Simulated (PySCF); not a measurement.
**Structure elucidation problem**

The spectra below were simulated for a compound C₆H₁₂.

¹H NMR (400 MHz, computed): δ 1.75 (m, 2H), 1.62 (m, 4H), 1.08 (s, 6H).

¹³C{¹H} NMR (computed): δ 35.4 (2C), 35.0, 30.5 (2C), 16.0.

Non-relativistic, one computed conformer, in vacuum, averaged over atoms made equivalent by symmetry, fast rotation or ring inversion. Shielding tensors at PBE0/pcSseg-1 (GIAO); J couplings at B3LYP/pcJ-1 (without the spin–dipole term); PBE0-D3(BJ)/def2-SVP geometry; PySCF 2.14.0 with density-fitted response routines.

Referencing at the same level of theory: ¹H and ¹³C against TMS.

Problem. Which candidate is it?
A. CC1(C)CCC1
B. C=C(C)C(C)C
C. CCC=C(C)C
D. C/C=C/CCC
E. C=C(C)CCC
F. CC(C)=C(C)C

Solution. A. 

Rings plus π bonds: 1 (1 ring in the answer). 4 carbon signals for 6 carbons: some carbons are equivalent by symmetry or fast rotation. Carbon types of the structure: 1 × C, 3 × CH2, 2 × CH3, which accounts for all hydrogens. δC 35.4, 16.0: sp3 CH2 in a ring; aliphatic region, no heteroatom directly attached. δC 35.0: quaternary sp3 carbon in a ring; aliphatic region, no heteroatom directly attached. δC 30.5: methyl carbon; saturated and bonded to C and H only. δH 1.75, 1.62: hydrogen on an sp3 CH2 in a ring; far from electronegative atoms and π systems. δH 1.08: hydrogen on a methyl carbon; far from electronegative atoms and π systems.

The others: C=C(C)C(C)C would give 5 carbon signals, not 4; CCC=C(C)C would give 6 carbon signals, not 4; C=C(C)CCC would give 6 carbon signals, not 4; CC(C)=C(C)C would give 2 carbon signals, not 4; C/C=C/CCC would give 6 carbon signals, not 4.

Multiplet labels drop couplings under 1 Hz and merge nearly equal ones. Couplings among chemically equivalent protons are left out too, so labels in AA′BB′ or AA′XX′ sets are apparent multiplicities. Unscaled 3J(H,H) at this level run about 10 % above measured values. Shifts are as computed. Against solution values, carbons near 30 ppm lie about +2 ppm off and those near 130 ppm about +5 ppm. Of 1211 compounds with measured shifts, 218 miss one by over three times the rms of a fit or turn the order of signals round; such compounds aren't used in these exercises. Vicinal couplings across rotatable single bonds and in flexible rings belong to the one computed conformer; a conformer average would change them.
